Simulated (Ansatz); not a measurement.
## C₃H₄FN, SMILES FCC1C=N1: a geometry optimisation, step by step

Computed with Ansatz's Python interface.

Contents of `c3h4fn.xyz`:
```text
9

F    -1.18120    1.07040   -1.15460
C    -1.03940    0.25980   -0.07030
C     0.25440   -0.44880   -0.19440
C     1.45490   -0.00410    0.40200
N     0.96490   -0.92870    1.08130
H    -1.09370    0.88510    0.82600
H    -1.87500   -0.44550   -0.06290
H     0.29630   -1.13490   -1.02760
H     2.21880    0.74670    0.20040
```

Interactive session:
```pycon
>>> import itertools
>>> import warnings
>>> import ansatz as az
>>> from ase.data import atomic_numbers, covalent_radii
>>> import numpy as np
>>> BASIS_SET = "6-31G*"
>>> FUNCTIONAL = "B3LYP"
>>> VDW = "d3bj"
>>> warnings.simplefilter("ignore", az.DeckWarning)
>>> geometry = az.Crystal.molecule_from_extxyz("c3h4fn.xyz")
>>> calculation = (
...     geometry.calculation()
...     .basis(gaussian=BASIS_SET)
...     .functional(FUNCTIONAL, dispersion=VDW)
... )
>>> symbols = [site.symbol for site in geometry.cartesian_sites]
>>> start = np.array([site.position_ang for site in geometry.cartesian_sites], dtype=float)
>>> def progress(event):
...     if event["event"] == "relax_step":
...         row = event["data"]
...         print(f"step {row['step']:3d}  E = {row['lagrangian_ev']:.6f} eV  largest force component {row['allowed_force_max_ev_ang']:.4f} eV/A")
...
>>> r = calculation.relax(force_tolerance=0.01).session().plan().execute(on_event=progress).report
step   1  E = -7380.392739 eV  largest force component 1.5406 eV/A
step   2  E = -7380.520994 eV  largest force component 0.7640 eV/A
step   3  E = -7380.586533 eV  largest force component 0.2642 eV/A
step   4  E = -7380.585232 eV  largest force component 0.3435 eV/A
step   5  E = -7380.594119 eV  largest force component 0.0894 eV/A
step   6  E = -7380.594683 eV  largest force component 0.0463 eV/A
step   7  E = -7380.594210 eV  largest force component 0.1221 eV/A
step   8  E = -7380.595017 eV  largest force component 0.0040 eV/A
>>> end = np.array(r["positions_ang"])
>>> print(f"E = {r['free_energy_ev']:.6f} eV = {r['free_energy_ev'] / 27.211386246:.7f} Ha")
E = -7380.595181 eV = -271.2318701 Ha
>>> print("converged:", r["converged"], " doubts:", r["published_state_doubts"] or "none")
converged: True  doubts: none
>>> # pairs closer than 1.2 times the sum of covalent radii, before or after
>>> radius = [covalent_radii[atomic_numbers[s]] for s in symbols]
>>> span = lambda where, i, j: np.linalg.norm(where[i] - where[j])
>>> bonded = [(i, j) for i, j in itertools.combinations(range(len(symbols)), 2) if min(span(start, i, j), span(end, i, j)) < 1.2 * (radius[i] + radius[j])]
>>> print("pair        before    after (A)")
pair        before    after (A)
>>> for i, j in bonded:
...     print(f"{symbols[i]}{i}-{symbols[j]}{j}".ljust(10), f"{span(start, i, j):8.4f} {span(end, i, j):8.4f}")
...
F0-C1        1.3612   1.3957
C1-C2        1.4803   1.5047
C1-H5        1.0942   1.0961
C1-H6        1.0935   1.0967
C2-C3        1.4123   1.4505
C2-N4        1.5371   1.5518
C2-H7        1.0801   1.0902
C3-N4        1.2476   1.2568
C3-H8        1.0899   1.0850
```

Notes:
- Total energies depend on the basis set; only differences at equal settings carry meaning.
- The end point is the stationary point reached from this start; no frequency run checks that it is a minimum, and the basis set is modest.
- b3lyp holds the VWN-RPA fit, as in Gaussian; the form of ORCA and Turbomole is b3lyp5.
- Finished in 30 s on 1 thread of Arm Neoverse V1 (shared host), peak memory 0.23 GiB.

(Lines on the test bed's own set-up are left out of the output.)
